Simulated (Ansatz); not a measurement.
Crystal: Pr2O, antifluorite type, 3 atoms in the cell.

All numbers below come from Ansatz, PBE, plane waves, PAW datasets (generated soft set 1).

Cutoff 420 eV; k-mesh 32×32×32 Γ-centred; Fermi–Dirac smearing of 0.0612 eV; no spin polarisation; no spin–orbit coupling.

```json
{"V (Å³/atom)": "16.389", "a (Å)": "5.8153", "E − E(min) (meV/atom)": "21.84", "P (GPa)": "7.13"}
{"V (Å³/atom)": "16.737", "a (Å)": "5.8563", "E − E(min) (meV/atom)": "9.28", "P (GPa)": "4.46"}
{"V (Å³/atom)": "17.086", "a (Å)": "5.8967", "E − E(min) (meV/atom)": "2.20", "P (GPa)": "2.09"}
{"V (Å³/atom)": "17.435", "a (Å)": "5.9365", "E − E(min) (meV/atom)": "0.00", "P (GPa)": "-0.02"}
{"V (Å³/atom)": "17.784", "a (Å)": "5.9758", "E − E(min) (meV/atom)": "2.14", "P (GPa)": "-1.90"}
{"V (Å³/atom)": "18.132", "a (Å)": "6.0147", "E − E(min) (meV/atom)": "8.14", "P (GPa)": "-3.57"}
{"V (Å³/atom)": "18.481", "a (Å)": "6.0530", "E − E(min) (meV/atom)": "17.56", "P (GPa)": "-5.06"}
```

(1) Fit a third-order Birch–Murnaghan equation of state to the energies.

Answers

(1) V₀ = 17.431 Å³/atom (a₀ = 5.936 Å), B₀ = 99.6 GPa, B₀′ = 4.85.

The published all-electron PBE values for this crystal (mean of FLEUR and WIEN2k, k-spacing 0.06 Å⁻¹; Bosoni et al., Nat. Rev. Phys. 6, 45 (2024)) are V₀ = 17.436 Å³/atom, B₀ = 99.5 GPa, B₀′ = 4.87.

The stress includes the program's correction for the finite plane-wave basis.

This cubic structure is a model: it isn't the usual form of the substance at ambient conditions, and such phases are metastable or hypothetical. The open f shell is treated without spin here, so this is a model state and not the ground state.
